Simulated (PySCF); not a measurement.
Compound: NO+, NO (charge +1).
Structure used (CAM-B3LYP/6-31+G*), in Å, numbered top down from 1:
```xyz
2
NO angstrom
N      0.5537    0.0008   -0.0073
O     -0.5147    0.0081   -0.0161
```

Level of theory: CAM-B3LYP/6-31+G* geometry optimisation, gas phase (PySCF).

Masses are those of the commonest isotopes; rigid-rotor values at the optimised geometry. 

(1) What are the moment of inertia and the rotational constant?

(2) List the first levels of a rigid rotor in a Σ state.

(3) Where do the first rotational lines fall?

## Answers

(1) I = 8.523 u·Å², B = 505379 MHz·u·Å²/I = 59296 MHz (1.9779 cm⁻¹, or 2.846 K as hB/k). For two atoms I = μr² with μ = 7.4664 u and r = 1.0684 Å.

(2) E(J) = BJ(J+1): J = 1: 3.956, J = 2: 11.867, J = 3: 23.735, J = 4: 39.558, J = 5: 59.337, J = 6: 83.072 cm⁻¹.

(3) The dipole is 0.43 D (about the centre of mass, as the species is charged); J+1 ← J lies at 2B(J+1): 1 ← 0 at 118.59 GHz, 2 ← 1 at 237.18 GHz, 3 ← 2 at 355.77 GHz, 4 ← 3 at 474.37 GHz, 5 ← 4 at 592.96 GHz, 6 ← 5 at 711.55 GHz.

No CAM-B3LYP/6-31+G* frequencies stand behind this structure, so it isn't proved a minimum. Isolated species at its CAM-B3LYP/6-31+G* geometry, gas phase. These are rigid-rotor constants of the computed structure; measured ground-state constants (B0) also hold zero-point vibration.
